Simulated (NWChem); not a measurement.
System: C4H9, doublet; SMILES C[C](C)C

The following NWChem deck was run.

```
start job
memory heap 200 mb stack 900 mb global 1100 mb
geometry units angstroms noautoz
  C      1.431007     0.385221     0.005009
  C      0.000193     0.000093    -0.152305
  C     -1.048579     1.046775     0.005488
  C     -0.381817    -1.431529     0.005464
  H      1.724536     0.465793     1.074211
  H      1.644500     1.366407    -0.449568
  H      2.108297    -0.357640    -0.447031
  H     -1.262956     1.262232     1.074820
  H     -2.005930     0.740353    -0.446722
  H     -0.744871     2.004140    -0.448552
  H     -0.459874    -1.725462     1.074748
  H     -1.363406    -1.646922    -0.447329
  H      0.361563    -2.107249    -0.448102
end
basis spherical
  C library 6-31g*
  H library 6-31g*
end
dft
  odft
  mult 2
  xc xtpss03 ctpss03
  iterations 150
  mulliken
end
task dft energy
```

Excerpt of the output:

```
             Northwest Computational Chemistry Package (NWChem) 7.3.0
             --------------------------------------------------------

 C3  symmetry detected

                             Geometry "geometry" -> ""
                             -------------------------

 Output coordinates in angstroms (scale by  1.889725989 to convert to a.u.)

  No.       Tag          Charge          X              Y              Z
 ---- ---------------- ---------- -------------- -------------- --------------
    1 C                    6.0000     1.11175390     0.97954093     0.01385333
    2 C                    6.0000     0.00000000     0.00000000    -0.14377200
    3 C                    6.0000    -1.40418428     0.47303666     0.01385333
    4 C                    6.0000     0.29243038    -1.45257759     0.01385333
    5 H                    1.0000     1.33978163     1.18080889     1.08312608
    6 H                    1.0000     0.86775233     1.95410436    -0.43959770
    7 H                    1.0000     2.04797351     0.61451148    -0.43910438
    8 H                    1.0000    -1.69250131     0.56988049     1.08312608
    9 H                    1.0000    -2.12618018    -0.22555662    -0.43959770
   10 H                    1.0000    -1.55616930     1.46634135    -0.43910438
   11 H                    1.0000     0.35271968    -1.75068937     1.08312608
   12 H                    1.0000    -0.49180421    -2.08085282    -0.43910438
   13 H                    1.0000     1.25842786    -1.72854774    -0.43959770

 Effective nuclear repulsion energy (a.u.)     125.2012864115

      Symmetry information
      --------------------

 Group name             C3
 Group number              5
 Group order               3
 No. of unique centers     5

                                 NWChem DFT Module
                                 -----------------

 Summary of "ao basis" -> "ao basis" (spherical)
 ------------------------------------------------------------------------------
       Tag                 Description            Shells   Functions and Types
 ---------------- ------------------------------  ------  ---------------------
 C                           6-31g*                  6       14   3s2p1d
 H                           6-31g*                  2        2   2s

      Symmetry analysis of basis
      --------------------------

        a          26
        e+         24
        e-         24

  Rotation of axis

            General Information
            -------------------
          SCF calculation type: DFT
          Wavefunction type:  spin polarized.
          No. of atoms     :    13
          No. of electrons :    33
           Alpha electrons :    17
            Beta electrons :    16
          Charge           :     0
          Spin multiplicity:     2
          Use of symmetry is: on ; symmetry adaption is: on
          Maximum number of iterations: 150
          AO basis - number of functions:    74
                     number of shells:    42
          Convergence on energy requested:  1.00D-06
          Convergence on density requested:  1.00D-05
          Convergence on gradient requested:  5.00D-04

              XC Information
              --------------
                  TPSS metaGGA Exchange Functional  1.000
             TPSS03 metaGGA Correlation Functional  1.000

             Grid Information
             ----------------
          Grid used for XC integration:  medium
          Radial quadrature: Mura-Knowles
          Angular quadrature: Lebedev.
          Tag              B.-S. Rad. Rad. Pts. Rad. Cut. Ang. Pts.
          ---              ---------- --------- --------- ---------
          C                   0.70       49          10.0       434
          H                   0.35       45          11.0       434
          Grid pruning is: on
          Number of quadrature shells:   233
          Spatial weights used:  Erf1

      Superposition of Atomic Density Guess
      -------------------------------------

 Sum of atomic energies:        -155.12510945

      Non-variational initial energy
      ------------------------------

 Total energy =    -157.799588
 1-e energy   =    -454.090444
 2-e energy   =     171.089569
 HOMO         =      -0.090558
 LUMO         =       0.131483

   Symmetry analysis of molecular orbitals - initial alpha
   -------------------------------------------------------

  Numbering of irreducible representations:

     1 a           2 e+          3 e-

  Orbital symmetries:

     1 a           2 e+          3 e+          4 a           5 a
     6 e+          7 e+          8 a           9 e+         10 e+
    11 a          12 e+         13 e+         14 a          15 e+
    16 e+         17 a          18 a          19 e+         20 e+
    21 e+         22 e+         23 a          24 e+         25 e+
    26 a          27 a

   Symmetry analysis of molecular orbitals - initial beta
   ------------------------------------------------------

  Numbering of irreducible representations:

     1 a           2 e+          3 e-

  Orbital symmetries:

     1 a           2 e+          3 e+          4 a           5 a
     6 e+          7 e+          8 a           9 e+         10 e+
    11 a          12 e+         13 e+         14 a          15 e+
    16 e+         17 a          18 a          19 e+         20 e+
    21 e+         22 e+         23 a          24 e+         25 e+
    26 a          27 a

     ---------------------------------------------
      Total Density - Mulliken Population Analysis
     ---------------------------------------------

    Atom       Charge   Shell Charges
 -----------   ------   -------------------------------------------------------
    1 C    6     6.69   2.00  0.72  2.04  0.67  1.23  0.03
    2 C    6     5.96   2.00  0.72  1.79  0.53  0.88  0.04
    3 C    6     6.69   2.00  0.72  2.04  0.67  1.23  0.03
    4 C    6     6.69   2.00  0.72  2.04  0.67  1.23  0.03
    5 H    1     0.78   0.46  0.32
    6 H    1     0.77   0.46  0.31
    7 H    1     0.77   0.46  0.31
    8 H    1     0.78   0.46  0.32
    9 H    1     0.77   0.46  0.31
   10 H    1     0.77   0.46  0.31
   11 H    1     0.78   0.46  0.32
   12 H    1     0.77   0.46  0.31
   13 H    1     0.77   0.46  0.31

     --------------------------------------------
      Spin Density - Mulliken Population Analysis
     --------------------------------------------

    Atom       Charge   Shell Charges
 -----------   ------   -------------------------------------------------------
    1 C    6     0.01   0.00  0.00  0.01 -0.00  0.00  0.01
    2 C    6     0.71   0.00  0.00  0.39  0.01  0.30  0.00
    3 C    6     0.01   0.00  0.00  0.01 -0.00  0.00  0.01
    4 C    6     0.01   0.00  0.00  0.01 -0.00  0.00  0.01
    5 H    1     0.06   0.03  0.04
    6 H    1     0.01   0.01  0.00
    7 H    1     0.01   0.01  0.00
    8 H    1     0.06   0.03  0.04
    9 H    1     0.01   0.01  0.00
   10 H    1     0.01   0.01  0.00
   11 H    1     0.06   0.03  0.04
   12 H    1     0.01   0.01  0.00
   13 H    1     0.01   0.01  0.00

   convergence    iter        energy       DeltaE   RMS-Dens  Diis-err
 ---------------- ----- ----------------- --------- --------- ---------
 d= 0,ls=0.0,diis     1   -157.7784282270 -2.83D+02  4.00D-03  7.29D-02
                                                     3.76D-03  6.38D-02
 d= 0,ls=0.0,diis     2   -157.8195866238 -4.12D-02  1.25D-03  2.14D-03
                                                     8.68D-04  3.11D-03
 d= 0,ls=0.0,diis     3   -157.8203135260 -7.27D-04  4.60D-04  1.71D-03
                                                     3.76D-04  1.31D-03
 d= 0,ls=0.0,diis     4   -157.8210731637 -7.60D-04  1.22D-04  6.00D-05
                                                     1.05D-04  9.01D-05
 d= 0,ls=0.0,diis     5   -157.8211167299 -4.36D-05  5.01D-05  4.69D-06
                                                     3.85D-05  4.97D-06
  Resetting Diis
 d= 0,ls=0.0,diis     6   -157.8211197908 -3.06D-06  2.34D-05  1.50D-06
                                                     1.27D-05  1.04D-06
 d= 0,ls=0.0,diis     7   -157.8211205411 -7.50D-07  1.38D-05  1.58D-07
                                                     1.06D-05  2.09D-07
 d= 0,ls=0.0,diis     8   -157.8211204775  6.36D-08  8.15D-06  3.72D-07
                                                     5.74D-06  2.89D-07

         Total DFT energy =     -157.821120477531
      One electron energy =     -458.335902683769
           Coulomb energy =      200.423743976113
    Exchange-Corr. energy =      -25.110248181364
 Nuclear repulsion energy =      125.201286411489

 Numeric. integr. density =       33.000043289070

                  Occupations of the irreducible representations
                  ----------------------------------------------

                     irrep           alpha         beta
                     --------     --------     --------
                     a                 7.0          6.0
                     e+               10.0         10.0
                     e-                0.0          0.0

                    DFT Final Alpha Molecular Orbital Analysis
                    ------------------------------------------

 Vector   15  Occ=1.000000D+00  E=-2.985709D-01  Symmetry=e+
              MO Center= -2.4D-02,  3.8D-02, -1.3D-01, r^2= 3.1D+00
   Bfn.  Coefficient  Atom+Function         Bfn.  Coefficient  Atom+Function
  ----- ------------  ---------------      ----- ------------  ---------------
    18      0.342851   2 C  py               46     -0.322603   4 C  py
     4     -0.249288   1 C  py               32     -0.205570   3 C  py
    50     -0.167310   4 C  py               60     -0.152897   6 H  s
    68     -0.152032  10 H  s                67     -0.141838  10 H  s
    59     -0.140048   6 H  s                 8     -0.121830   1 C  py

 Vector   16  Occ=1.000000D+00  E=-2.985709D-01  Symmetry=e+
              MO Center=  2.4D-02, -3.8D-02, -1.3D-01, r^2= 3.1D+00
   Bfn.  Coefficient  Atom+Function         Bfn.  Coefficient  Atom+Function
  ----- ------------  ---------------      ----- ------------  ---------------
    17      0.342851   2 C  px               31     -0.312737   3 C  px
     3     -0.269020   1 C  px               45     -0.195704   4 C  px
    35     -0.161194   3 C  px               62     -0.146778   7 H  s
    74     -0.145024  13 H  s                73     -0.136502  13 H  s
     7     -0.134063   1 C  px               61     -0.133246   7 H  s

 Vector   17  Occ=1.000000D+00  E=-1.342127D-01  Symmetry=a
              MO Center= -9.7D-16, -9.2D-16, -2.0D-02, r^2= 2.4D+00
   Bfn.  Coefficient  Atom+Function         Bfn.  Coefficient  Atom+Function
  ----- ------------  ---------------      ----- ------------  ---------------
    19      0.566857   2 C  pz               23      0.478236   2 C  pz
    58     -0.247129   5 H  s                64     -0.247129   8 H  s
    70     -0.247129  11 H  s                20     -0.159579   2 C  s
    57     -0.125639   5 H  s                63     -0.125639   8 H  s
    69     -0.125639  11 H  s                60      0.096072   6 H  s

 Vector   18  Occ=0.000000D+00  E= 8.001867D-02  Symmetry=a
              MO Center=  1.4D-15,  1.1D-15,  7.6D-03, r^2= 6.8D+00
   Bfn.  Coefficient  Atom+Function         Bfn.  Coefficient  Atom+Function
  ----- ------------  ---------------      ----- ------------  ---------------
     6      1.177861   1 C  s                34      1.177861   3 C  s
    48      1.177861   4 C  s                60     -0.630692   6 H  s
    62     -0.630713   7 H  s                66     -0.630692   9 H  s
    68     -0.630713  10 H  s                72     -0.630713  12 H  s
    74     -0.630692  13 H  s                58     -0.562691   5 H  s

 Vector   19  Occ=0.000000D+00  E= 1.284215D-01  Symmetry=e+
              MO Center= -5.7D-01, -6.4D-01, -3.4D-01, r^2= 5.3D+00
   Bfn.  Coefficient  Atom+Function         Bfn.  Coefficient  Atom+Function
  ----- ------------  ---------------      ----- ------------  ---------------
    72      1.049480  12 H  s                66      1.008000   9 H  s
    74     -0.859985  13 H  s                49      0.810451   4 C  px
    68     -0.773664  10 H  s                36      0.701151   3 C  py
    35      0.416426   3 C  px                6      0.404752   1 C  s
    58     -0.338604   5 H  s                50      0.304450   4 C  py

 Vector   20  Occ=0.000000D+00  E= 1.284215D-01  Symmetry=e+
              MO Center=  5.7D-01,  6.4D-01, -3.4D-01, r^2= 5.3D+00
   Bfn.  Coefficient  Atom+Function         Bfn.  Coefficient  Atom+Function
  ----- ------------  ---------------      ----- ------------  ---------------
    60      1.078481   6 H  s                62     -1.052593   7 H  s
    68      0.765160  10 H  s                 8     -0.727956   1 C  py
    74     -0.667425  13 H  s                 7      0.616545   1 C  px
    36     -0.581416   3 C  py               49      0.473660   4 C  px
    66     -0.411056   9 H  s                48      0.362896   4 C  s

                     DFT Final Beta Molecular Orbital Analysis
                     -----------------------------------------

 Vector   14  Occ=1.000000D+00  E=-3.226221D-01  Symmetry=a
              MO Center=  8.3D-15, -1.8D-14, -2.1D-01, r^2= 4.2D+00
   Bfn.  Coefficient  Atom+Function         Bfn.  Coefficient  Atom+Function
  ----- ------------  ---------------      ----- ------------  ---------------
    45     -0.263101   4 C  px               32      0.254334   3 C  py
     4     -0.201370   1 C  py                3      0.177418   1 C  px
    59     -0.147944   6 H  s                61      0.147992   7 H  s
    65     -0.147944   9 H  s                67      0.147992  10 H  s
    71      0.147992  12 H  s                73     -0.147944  13 H  s

 Vector   15  Occ=1.000000D+00  E=-2.949859D-01  Symmetry=e+
              MO Center=  2.8D-03,  2.0D-03, -1.2D-01, r^2= 3.1D+00
   Bfn.  Coefficient  Atom+Function         Bfn.  Coefficient  Atom+Function
  ----- ------------  ---------------      ----- ------------  ---------------
     3      0.248065   1 C  px               17     -0.237809   2 C  px
    18     -0.237448   2 C  py                4      0.233898   1 C  py
    46      0.215427   4 C  py               31      0.196724   3 C  px
    66     -0.151365   9 H  s                72     -0.151732  12 H  s
    65     -0.138025   9 H  s                71     -0.137566  12 H  s

 Vector   16  Occ=1.000000D+00  E=-2.949859D-01  Symmetry=e+
              MO Center= -2.8D-03, -2.0D-03, -1.2D-01, r^2= 3.1D+00
   Bfn.  Coefficient  Atom+Function         Bfn.  Coefficient  Atom+Function
  ----- ------------  ---------------      ----- ------------  ---------------
    31      0.263540   3 C  px               46     -0.258729   4 C  py
    17     -0.237448   2 C  px               18      0.237809   2 C  py
    32     -0.175396   3 C  py               45      0.156145   4 C  px
    35      0.144385   3 C  px               50     -0.141103   4 C  py
     3      0.137673   1 C  px               74      0.137109  13 H  s

 Vector   17  Occ=0.000000D+00  E=-4.522978D-02  Symmetry=a
              MO Center=  2.7D-16,  1.3D-16, -2.9D-02, r^2= 2.5D+00
   Bfn.  Coefficient  Atom+Function         Bfn.  Coefficient  Atom+Function
  ----- ------------  ---------------      ----- ------------  ---------------
    19      0.505073   2 C  pz               23      0.485996   2 C  pz
    58     -0.336043   5 H  s                64     -0.336043   8 H  s
    70     -0.336043  11 H  s                60      0.142076   6 H  s
    62      0.141992   7 H  s                66      0.142076   9 H  s
    68      0.141992  10 H  s                72      0.141992  12 H  s

[...]
```

Level: TPSS/6-31G* (spherical d), spin-unrestricted. Geometry: optimised at PBE0/def2-SVP, spin-unrestricted. No frequency run checked for a minimum. No stability test was run on the SCF state.
